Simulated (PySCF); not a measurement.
hydrogen peroxide (H₂O₂), SMILES OO.

The structure is a stationary point at PBE-D3(BJ)/def2-TZVP.

Level of theory: PBE0/def2-TZVPD (PySCF).

The molecule is in vacuum.

Problem. Estimate the frontier levels, gap, dipole moment and polarisability. (The exact figures need the calculation; the answer reports its results.)

Solution. 
* **highest occupied level**: -8.35 eV
* **lowest empty level**: -0.22 eV
* **orbital gap**: 8.13 eV
* **dipole moment**: 1.71 D
* **quadrupole, principal values (traceless, Buckingham form, about the centre of nuclear charge)**: -3.95, -1.39, 5.34 D·Å
* **mean static polarisability**: 15.4 bohr³ (2.28 Å³)
* **polarisability, principal values**: 12.9, 13.5, 19.8 bohr³
